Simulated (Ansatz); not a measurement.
This Ansatz (a program for electronic structure) input (MP2/cc-pVTZ) gives -92.67510 Eh with 60 basis functions. A basis named .json is the Basis Set Exchange file of that set (core-valence sets with the plain set on hydrogen).

Ansatz 0.2 input:
```yaml
crystal:
  periodic: [false, false, false]
  atoms:
    - {symbol: C, position_ang: [-0.00000000, -0.00000000, -0.63014053]}
    - {symbol: N, position_ang: [0.00000000, 0.00000000, 0.54012046]}
basis:
  gaussian:
    orbitals: cc-pVTZ
    fitting: {mean_field: def2-universal-jkfit, correlation: def2-SVP-RIFIT.json}
total_charge: -1
magnetization: {spin_polarized: false}
correlation: {method: mp2, electrons: outside_noble_gas}
```

Change:
```diff
- fitting: {mean_field: def2-universal-jkfit, correlation: def2-SVP-RIFIT.json}
+ fitting: {mean_field: def2-universal-jkfit, correlation: aug-cc-pVQZ-RIFIT.json}
```

Q: What does the run give now?

A: -92.67297 Eh (MP2/cc-pVTZ, 60 functions), a change of +2.13 mEh.
